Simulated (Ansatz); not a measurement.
Results of HSE06-D3(BJ) (plane waves, PAW; Ansatz, an electronic-structure program) for fcc Rh.

Input:

Ansatz 0.2 input:
```yaml
crystal:
  lattice:
    - [0.0, 1.867653404, 1.867653404]
    - [1.867653404, 0.0, 1.867653404]
    - [1.867653404, 1.867653404, 0.0]
  atoms:
    - { symbol: Rh, position: [0.0, 0.0, 0.0] }
basis:
  ecutwfc: 460
  ecutrho_ratio: 4
  xc_grid: 2
kpoints:
  mp_grid: { grid: [14, 14, 14] }
hamiltonian:
  xc: hse06
  dispersion: d3bj
  pseudopotentials: { kind: paw }
scf:
  occupations: { method: fermi_dirac, width: 0.05 }
  convergence: { dr2_threshold: 0.0000000001 }
output:
  forces: false
  stress: true
  eigenvalues: true
```

The run printed, among other lines:

```
WARN output.stress: scf.exx.energy_threshold = 1e-6 eV is looser than the 1e-8 eV advised for a stress under a hybrid functional (1e-8 eV for each atom of the …
Crystal: 1 atoms, lattice volume = 13.029 Å³
Basis set: ecut = 460 eV, 283 PW (Γ), exchange–correlation on 40×40×40 points (8 copies of the dense FFT grid, shifted against one another)
Bands: 13, of which v1, the nominal top of the filled ones, is band 9 counted from 1 (8 counted from 0)
Symmetry: 48 space group operations
Space group: Fm-3m (ITA 225), of the structure as read, at distance tolerance 2.4e-5 Å
k-points: 104 of 2744
SCF iter   1: F=—  HF=-6403.706966 eV  |F-HF|=—  |Δ(HF+E_count)|=         —  Δρ=3.68e-3  dr2=3.67e-4
SCF iter   2: F=—  HF=-6403.707244 eV  |F-HF|=—  |Δ(HF+E_count)|=   2.78e-4  Δρ=1.75e-3  dr2=7.97e-5
  ...
SCF 1 converged in 7 iterations: F = -6403.707321 eV  dr2 = 2.71e-11
Crystal: 1 atoms, lattice volume = 13.029 Å³
Initial density: handed on by an earlier stage of this run
Crystal: 1 atoms, lattice volume = 13.029 Å³
SCF iter   5: F=—  HF=-6405.538842 eV  |F-HF|=—  |Δ(HF+E_count)|=   1.22e-9  Δρ=1.84e-6  dr2=2.57e-10
SCF iter   6: F=-6405.538842 eV  HF=-6405.538842 eV  |F-HF|=3.64e-12  |Δ(HF+E_count)|=  2.55e-11  Δρ=6.04e-7  dr2=1.28e-11
SCF 3 converged in 6 iterations: F = -6405.538842 eV  dr2 = 1.28e-11
Free energy (F): -6405.538842 eV
Internal energy: -6405.531119 eV  (E = F + TS)
E sigma→0 (E₀):  -6405.534980 eV
Fermi energy:    23.486405 eV
--- Stress (GPa, compression-positive) ---
        0.009094       0.000000      -0.000000
       -0.000000       0.009094       0.000000
        0.000000       0.000000       0.009094
  P = ⅓ Tr σ = 0.0091 GPa (0.091 kbar)
```

The PAW data were made under PBE.

Note: the run warned that the count of filled bands differs between k points.
